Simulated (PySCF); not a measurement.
**Nuclear quadrupole coupling in `C=C(F)C[NH3+]`**

Compound: C3H7FN (charge +1).
Structure used (PBE0-D3(BJ)/def2-SVP), in Å, numbered top down from 1:
```
atom  x, y, z in Å
C1     1.5913   -1.1126    0.7773
C2     0.9654   -0.0617    0.2687
F3     1.5632    0.8012   -0.5693
C4    -0.4411    0.3671    0.5081
N5    -1.1050    0.5920   -0.8226
H6     2.6467   -1.2868    0.5574
H7     1.0682   -1.8029    1.4405
H8    -1.0174   -0.3771    1.0711
H9    -0.4785    1.3320    1.0381
H10   -0.4977    1.1928   -1.4015
H11   -2.0212    1.0502   -0.7377
H12   -1.2346   -0.2891   -1.3385
```

Field gradients from the PBE0/pcSseg-1 density (PySCF, non-relativistic), principal values in atomic units, ordered |Vxx| ≤ |Vyy| ≤ |Vzz|:

| atom | Vxx | Vyy | Vzz |
| --- | --- | --- | --- |
| N5 | -0.0028 | -0.0596 | 0.0624 |

Q: Find the asymmetry η = (Vxx − Vyy)/Vzz and the couplings χ = eQV/h (234.96 MHz × Q in barn × V in au), with Q(14N) = 0.02044 b.

A: 
```csv
atom,environment,nucleus,η,χzz (MHz),χxx (MHz),χyy (MHz)
N5,ammonium nitrogen,14N,0.91,0.300,-0.013,-0.286
```

At N5 η is above 0.9: Vyy and Vzz are nearly equal in size and opposite in sign, so a small change could swap them and flip the sign of χzz. The tensor is traceless: Vxx + Vyy + Vzz = 0.

Q: What is Vzz at N5 in SI units (1 au = 9.71736 × 10²¹ V/m²)?

A: 0.0624 au = 0.606 × 10²¹ V/m².

Were the hydrogens deuterons (Q(2H) = 0.00286 b), χzz would run from 179 kHz (H9) to 220 kHz (H11).

Isolated species at its PBE0-D3(BJ)/def2-SVP geometry (one conformer only). With a basis this small, the couplings can be 20 % off.

These values come from a run that also computed NMR shieldings. Hardware: one thread, Arm Neoverse V1, shared host. Cost: 8.2 s of wall time.
